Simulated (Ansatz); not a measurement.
# Ruthenium, hcp: convergence with Fermi-Dirac smearing

Computed with Ansatz, LDA, scalar-relativistic PAW, on the relaxed cell (a = 2.678 Å, c = 4.218 Å (c/a = 1.575); spin not included). Errors count from a run at 420 eV on a Γ-centred 22×22×12 mesh with Fermi-Dirac smearing of 0.1 eV, extrapolated to zero width. Fixed here: cutoff 420 eV, mesh 13×13×8. The SCF starts from atomic densities corrected by a trained network.

```tsv
width (eV)	E(σ→0) error (meV/atom)	F error (meV/atom)	P (GPa)	SCF iterations
0.01	1.8	1.7	-0.23	6
0.03	1.8	0.8	-0.22	6
0.1	2.3	-10.6	0.00	6
0.2	3.8	-50.1	0.77	6
0.3	9.8	-119.9	2.26	6
0.6	45.7	-543.9	11.19	6
1.0	22.4	-1595.3	28.93	6
```
